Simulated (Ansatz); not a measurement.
## SiC: pressure series

The reference is SiC in the zinc blende structure (space group F-43m, No. 216; a = 4.356 Å).

Cell and atoms are relaxed at each pressure.

Calculations: r2SCAN/PAW in Ansatz (an electronic-structure program), no SOC.

```csv
pressure (GPa),volume per atom (Å³/atom)
-2,10.427
-1,10.380
0,10.334
0.3,10.321
0.7,?
1.5,10.267
5,10.118
7.5,10.017
10,9.922
```

Q: Fit the third-order Birch–Murnaghan form P(V) = (3B₀/2)[(V₀/V)^(7/3) − (V₀/V)^(5/3)]·[1 + (3/4)(B₀′ − 4)((V₀/V)^(2/3) − 1)] (squares taken in P) to the rows shown and predict the withheld row.

A: Least squares on the printed values gives V₀ = 10.334 Å³/atom, B₀ = 227 GPa, B₀′ = 3.9; this predicts 10.302 Å³/atom, and the run gives 10.302 Å³/atom, in agreement.

Measured bulk modulus of SiC: 229.1 GPa (static lattice; corrected from measurement; as listed in Daniel Mejia-Rodriguez, S. B. Trickey, Phys. Rev. B (2018)); the computed value is 1 % below it.

Load acts through the strain it causes; cell and atoms are relaxed under it. No phonon test of stability was made. Competing high-pressure phases were not computed.
